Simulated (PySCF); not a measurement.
# C4H5FO: NMR shifts and spin-spin couplings

Wanted: the NMR shifts and spin-spin couplings of C4H5FO (`C=C(C=O)CF`), by calculation.

The runs use PySCF 2.14.0, with density-fitted response routines of our own; the level of theory stands in each step. All values are computed, except where a source is named. Atoms count from 0, in the outputs and in this text.

### Step 1. The molecule as given

11 atoms, charge 0, multiplicity 1; geometry from: GFN2-xTB, dihedral held. The dihedral C2–C1–C4–F5 is held at 60°.

Bonds of the start (Å): C0–C1 1.33, C1–C2 1.48, C2–O3 1.20, C1–C4 1.50, C4–F5 1.37, C0–H6 1.08, C0–H7 1.08, C2–H8 1.11, C4–H9 1.10, C4–H10 1.09.

### Step 2. Nuclear shieldings: PBE0/pcSseg-1

The job: settings as JSON, then the geometry in Å.

```
{"job": {"kind": "nmr", "xc": "PBE0", "basis": "pcSseg-1", "pop": true}, "charge": 0, "multiplicity": 1}
C     -1.068231    -0.847669    -0.548108
C     -0.178956     0.005974    -0.048731
C     -0.582034     1.376526     0.335467
O      0.171959     2.285322     0.548744
C      1.266096    -0.349668     0.173291
F      1.585502    -0.231956     1.503729
H     -0.797275    -1.846207    -0.848014
H     -2.097080    -0.562570    -0.694131
H     -1.680281     1.507980     0.391909
H      1.918431     0.350582    -0.362384
H      1.481493    -1.381310    -0.119942
```

Level: GIAO PBE0/pcSseg-1 NMR shielding, non-relativistic, gas phase.

What it wrote:

```text
coarse grid: 9616 points
cycle   1  E = -329.8734176101  dE =  8.442e-01  |g| = 8.379e-01  |ddm| = 2.976e+00
cycle   2  E = -329.4420876307  dE =  4.313e-01  |g| = 1.707e+00  |ddm| = 2.707e+00
cycle   3  E = -330.0016483112  dE = -5.596e-01  |g| = 1.831e-01  |ddm| = 2.163e+00
cycle   4  E = -330.0073602303  dE = -5.712e-03  |g| = 8.393e-02  |ddm| = 2.016e-01
cycle   5  E = -330.0085022593  dE = -1.142e-03  |g| = 1.924e-02  |ddm| = 7.019e-02
cycle   6  E = -330.0085766256  dE = -7.437e-05  |g| = 6.778e-03  |ddm| = 2.078e-02
cycle   7  E = -330.0085863173  dE = -9.692e-06  |g| = 2.230e-03  |ddm| = 6.730e-03
final grid: 94504 points
cycle   8  E = -330.0621738930  dE = -9.138e-06  |g| = 1.330e-02  |ddm| = 2.426e-02
cycle   9  E = -330.0620719254  dE =  1.020e-04  |g| = 2.686e-02  |ddm| = 3.135e-02
cycle  10  E = -330.0622075349  dE = -1.356e-04  |g| = 1.696e-03  |ddm| = 2.233e-02
cycle  11  E = -330.0622081666  dE = -6.316e-07  |g| = 3.715e-04  |ddm| = 1.667e-03
cycle  12  E = -330.0622081881  dE = -2.154e-08  |g| = 1.662e-04  |ddm| = 3.644e-04
cycle  13  E = -330.0622081942  dE = -6.078e-09  |g| = 3.821e-05  |ddm| = 1.523e-04
cycle  14  E = -330.0622081945  dE = -3.379e-10  |g| = 1.411e-05  |ddm| = 4.713e-05
converged SCF energy = -330.0622081945

GIAO shielding tensors (ppm)
atom      isotropic    diamagn.    paramagn.     s11        s22        s33       span
  0 C       45.282     254.107    -208.824    -72.090     44.688    163.250    235.340
  1 C       31.855     265.657    -233.802    -77.881     27.317    146.128    224.010
  2 C       -9.406     244.465    -253.871    -96.788    -14.402     82.973    179.761
  3 O     -366.317     398.592    -764.909  -1036.121   -431.066    368.237   1404.358
  4 C      102.987     238.397    -135.410     72.172     83.200    153.589     81.417
  5 F      416.224     471.869     -55.645    391.273    394.152    463.248     71.975
  6 H       25.043      30.827      -5.784     21.197     25.222     28.710      7.513
  7 H       25.491      30.725      -5.234     22.177     25.778     28.518      6.341
  8 H       21.766      28.418      -6.651     20.331     21.267     23.702      3.371
  9 H       25.853      28.250      -2.397     23.657     25.249     28.653      4.996
 10 H       26.779      29.053      -2.274     22.988     26.330     31.018      8.030
```

Wall time 9.7 s (1 thread, shared host).

Shifts follow as δ = σ(reference) − σ, with reference shieldings (ppm) from runs at the same level and on the same kind of geometry: ¹H TMS 31.72, ¹³C TMS 186.9, ¹⁹F CFCl3 170.9, ¹⁷O H2O 336.1. The references are single molecules in the gas phase, so shifts against H2O, NH3, PH3, H3PO4 or CFCl3 are not on the usual liquid scales and can be off by tens of ppm. Each atom is listed at this fixed geometry, with no averaging over motion; a spectrum would average atoms that exchange fast.

| atoms | environment | σ (ppm) | δ (ppm) |
| --- | --- | --- | --- |
| C2 | aldehyde carbonyl carbon | -9.4 | 196.3 |
| C1 | α carbon of a C=C–C=O unit | 31.9 | 155.1 |
| C0 | β carbon of a C=C–C=O unit | 45.3 | 141.6 |
| C4 | allylic sp3 CH2 bonded to F | 103.0 | 83.9 |
| H8 | hydrogen on an aldehyde carbonyl carbon | 21.77 | 9.95 |
| H6 | hydrogen on a β carbon of a C=C–C=O unit | 25.04 | 6.67 |
| H7 | hydrogen on a β carbon of a C=C–C=O unit | 25.49 | 6.23 |
| H9 | hydrogen on an allylic sp3 CH2 bonded to F | 25.85 | 5.86 |
| H10 | hydrogen on an allylic sp3 CH2 bonded to F | 26.78 | 4.94 |
| O3 | aldehyde oxygen | -366.3 | 702.4 |
| F5 | fluorine on an sp3 carbon | 416.2 | -245.3 |

Charges from the same density, by scheme (e):

| atoms | Mulliken | IAO | Hirshfeld | ESP fit |
| --- | --- | --- | --- | --- |
| C0 | 0.00 | -0.26 | -0.06 | -0.49 |
| C1 | -0.53 | -0.05 | -0.01 | 0.08 |
| C2 | 0.35 | 0.25 | 0.12 | 0.38 |
| O3 | -0.34 | -0.38 | -0.21 | -0.41 |
| C4 | 0.31 | 0.04 | 0.02 | 0.01 |
| F5 | -0.33 | -0.32 | -0.12 | -0.20 |

Mayer bond orders: C0–C1 1.90, C1–C2 0.97, C2–O3 2.01, C1–C4 1.02, C4–F5 0.91.

### Step 3. J couplings: B3LYP/pcJ-1

Settings changed since step 2:

```diff
@@ -1,2 +1,2 @@
-{"job": {"kind": "nmr", "xc": "PBE0", "basis": "pcSseg-1", "pop": true}, "charge": 0, "multiplicity": 1}
+{"job": {"kind": "j", "xc": "B3LYP", "basis": "pcJ-1"}, "charge": 0, "multiplicity": 1}
 C     -1.068231    -0.847669    -0.548108
```

Level: B3LYP/pcJ-1 indirect spin-spin coupling, non-relativistic, gas phase.

What it wrote:

```text
coarse grid: 9616 points
cycle   1  E = -330.2582313398  dE =  7.897e-01  |g| = 9.079e-01  |ddm| = 2.797e+00
cycle   2  E = -329.6657086466  dE =  5.925e-01  |g| = 1.960e+00  |ddm| = 3.014e+00
cycle   3  E = -330.3983565725  dE = -7.326e-01  |g| = 2.322e-01  |ddm| = 2.456e+00
cycle   4  E = -330.4074007825  dE = -9.044e-03  |g| = 1.145e-01  |ddm| = 2.582e-01
cycle   5  E = -330.4095047398  dE = -2.104e-03  |g| = 2.884e-02  |ddm| = 8.845e-02
cycle   6  E = -330.4096720987  dE = -1.674e-04  |g| = 9.627e-03  |ddm| = 2.826e-02
cycle   7  E = -330.4096921402  dE = -2.004e-05  |g| = 3.242e-03  |ddm| = 8.801e-03
cycle   8  E = -330.4096940761  dE = -1.936e-06  |g| = 8.963e-04  |ddm| = 2.541e-03
final grid: 94504 points
cycle   9  E = -330.4710927174  dE = -1.381e-04  |g| = 8.211e-03  |ddm| = 2.141e-02
cycle  10  E = -330.4710626723  dE =  3.005e-05  |g| = 1.493e-02  |ddm| = 1.612e-02
cycle  11  E = -330.4711041699  dE = -4.150e-05  |g| = 2.429e-03  |ddm| = 1.270e-02
cycle  12  E = -330.4711052069  dE = -1.037e-06  |g| = 7.426e-04  |ddm| = 2.302e-03
cycle  13  E = -330.4711052822  dE = -7.531e-08  |g| = 2.438e-04  |ddm| = 5.857e-04
cycle  14  E = -330.4711052927  dE = -1.050e-08  |g| = 3.082e-05  |ddm| = 2.011e-04
cycle  15  E = -330.4711052929  dE = -1.111e-10  |g| = 1.910e-05  |ddm| = 3.616e-05
converged SCF energy = -330.4711052929

Indirect spin-spin couplings (Hz)
  i      j    bonds     total        FC       PSO       DSO        SD
  0 C    1 C    1     77.102    86.942   -10.038     0.198         -
  0 C    2 C    2      6.317     6.257     0.060    -0.001         -
  0 C    3 O    3     -1.544    -1.357    -0.250     0.063         -
  0 C    4 C    2      4.780     4.920    -0.125    -0.014         -
  0 C    5 F    3      5.170     6.598    -0.521    -0.270    -0.637
  0 C    6 H    1    168.889   168.349    -0.056     0.595         -
  0 C    7 H    1    163.485   162.891    -0.003     0.597         -
  0 C    8 H    3      1.169     1.399    -0.273     0.043         -
  0 C    9 H    3      6.549     6.627     0.304    -0.382         -
  0 C   10 H    3      4.918     5.194    -0.326     0.050         -
  1 C    2 C    1     54.163    56.340    -2.481     0.304         -
  1 C    3 O    2     -2.098    -1.702    -0.425     0.029         -
  1 C    4 C    1     49.243    50.353    -1.402     0.293         -
  1 C    5 F    2     13.798    17.360    -4.167     0.062     0.543
  1 C    6 H    2     -0.605     1.268    -1.476    -0.398         -
  1 C    7 H    2     -1.833     0.182    -1.622    -0.393         -
  1 C    8 H    2     27.309    27.795    -0.408    -0.078         -
  1 C    9 H    2     -4.403    -4.356    -0.077     0.030         -
  1 C   10 H    2      0.778     1.066    -0.248    -0.040         -
  2 C    3 O    1     32.375    11.714    20.716    -0.056         -
  2 C    4 C    2      1.580     1.575    -0.029     0.034         -
  2 C    5 F    3      1.202     1.251    -0.262     0.033     0.179
  2 C    6 H    3     14.739    14.822     0.335    -0.418         -
  2 C    7 H    3      9.595     9.617    -0.180     0.158         -
  2 C    8 H    1    176.801   176.793    -1.085     1.093         -
  2 C    9 H    3      1.745     1.942    -0.218     0.022         -
  2 C   10 H    3      6.209     6.197     0.423    -0.411         -
  3 O    4 C    3     -0.465    -0.603     0.143    -0.005         -
  3 O    5 F    4     -1.246    -0.544    -1.198    -0.015     0.511
  3 O    6 H    4      0.209    -0.058     0.031     0.237         -
  3 O    7 H    4      0.272     0.461    -0.383     0.194         -
  3 O    8 H    2     -3.874    -7.414     3.140     0.400         -
  3 O    9 H    4      0.191     0.065     0.229    -0.103         -
  4 C    5 F    1   -228.279  -280.429    29.044     0.730    22.376
  4 C    6 H    3      7.471     7.542    -0.160     0.090         -
  4 C    7 H    3     12.524    12.579     0.379    -0.435         -
  4 C    8 H    3      2.948     2.951     0.404    -0.407         -
  4 C    9 H    1    155.223   154.556    -0.408     1.075         -
  4 C   10 H    1    156.168   155.528    -0.421     1.062         -
  5 F    6 H    4     -5.007    -3.779     0.522    -0.821    -0.928
  5 F    7 H    4     -1.598    -2.093     1.326    -1.325     0.495
  5 F    8 H    4     -0.191    -0.140     1.227    -1.154    -0.124
  5 F    9 H    2     50.767    45.185    10.323    -1.051    -3.690
  5 F   10 H    2     53.306    46.724    11.264    -1.184    -3.499
  6 H    7 H    2     -0.533    -0.718     3.667    -3.482         -
  6 H    8 H    4     -0.605    -0.482     1.521    -1.644         -
  6 H    9 H    4     -1.658    -1.561     1.048    -1.144         -
  6 H   10 H    4     -0.437    -0.483    -1.600     1.646         -
  7 H    9 H    4     -0.708    -0.584     1.571    -1.695         -
  7 H   10 H    4     -0.258    -0.123     1.491    -1.627         -
  8 H    9 H    4     -0.593    -0.484     1.640    -1.749         -
  8 H   10 H    4      1.835     1.909     1.711    -1.786         -
  9 H   10 H    2    -10.120   -10.161     2.227    -2.186         -
```

It took 22 s on 1 thread, shared host.

Couplings of 1 Hz or more, nine at most for each number of bonds (isotopes 13C, 19F, 1H, 17O):

| pair | bonds | J (Hz) | Fermi contact (Hz) | dihedral (°) |
| --- | --- | --- | --- | --- |
| C4–F5 | 1 | -228.3 | -280.4 | – |
| C2–H8 | 1 | 176.8 | 176.8 | – |
| C0–H6 | 1 | 168.9 | 168.3 | – |
| C0–H7 | 1 | 163.5 | 162.9 | – |
| C4–H10 | 1 | 156.2 | 155.5 | – |
| C4–H9 | 1 | 155.2 | 154.6 | – |
| C0–C1 | 1 | 77.1 | 86.9 | – |
| C1–C2 | 1 | 54.2 | 56.3 | – |
| C1–C4 | 1 | 49.2 | 50.4 | – |
| F5–H10 | 2 | 53.3 | 46.7 | – |
| F5–H9 | 2 | 50.8 | 45.2 | – |
| C1–H8 | 2 | 27.3 | 27.8 | – |
| C1–F5 | 2 | 13.8 | 17.4 | – |
| H9–H10 | 2 | -10.1 | -10.2 | – |
| C0–C2 | 2 | 6.3 | 6.3 | – |
| C0–C4 | 2 | 4.8 | 4.9 | – |
| C1–H9 | 2 | -4.4 | -4.4 | – |
| O3–H8 | 2 | -3.9 | -7.4 | – |
| C2–H6 | 3 | 14.7 | 14.8 | 179 |
| C4–H7 | 3 | 12.5 | 12.6 | 180 |
| C2–H7 | 3 | 9.6 | 9.6 | 1 |
| C4–H6 | 3 | 7.5 | 7.5 | -2 |
| C0–H9 | 3 | 6.5 | 6.6 | 124 |
| C2–H10 | 3 | 6.2 | 6.2 | 179 |
| C0–F5 | 3 | 5.2 | 6.6 | -119 |
| C0–H10 | 3 | 4.9 | 5.2 | 0 |
| C4–H8 | 3 | 2.9 | 3.0 | -166 |
| F5–H6 | 4 | -5.0 | -3.8 | – |
| H8–H10 | 4 | 1.8 | 1.9 | – |
| H6–H9 | 4 | -1.7 | -1.6 | – |
| F5–H7 | 4 | -1.6 | -2.1 | – |
| O3–F5 | 4 | -1.2 | -0.5 | – |

The spin-dipole term was solved for some atoms only; pairs without it lack that part.

The response was solved for the nuclei of C, F, H alone, so couplings that need other nuclei can be missing.

Quadrupole couplings from the field gradients of the same density:

| atom | isotope | eQq/h (MHz) | η |
| --- | --- | --- | --- |
| O3 | 17O | 12.2 | 0.58 |

### Step 4. What came out

| quantity | value |
| --- | --- |
| ¹³C shifts against TMS (PBE0/pcSseg-1) | 196.3, 155.1, 141.6, 83.9 ppm |
| ¹H shifts against TMS (PBE0/pcSseg-1) | 9.95, 6.67, 6.23, 5.86, 4.94 ppm |
| ¹⁷O shifts against H2O (PBE0/pcSseg-1) | 702.4 ppm |
| ¹⁹F shifts against CFCl3 (PBE0/pcSseg-1) | -245.3 ppm |
| largest coupling of the table (B3LYP/pcJ-1) | ¹J(C,F) C4–F5, -228.3 Hz |

Shifts at one fixed geometry are not the observed spectrum, which averages over the motion. The geometry holds a dihedral fixed, so it need not be a minimum. At PBE0/pcSseg-1: Shielding is most anisotropic at O3 (span 1404 ppm, paramagnetic term -765 ppm). Of the pairs tabulated at B3LYP/pcJ-1, C4–F5 couples most strongly (-228.3 Hz; Fermi contact -280.4 Hz).
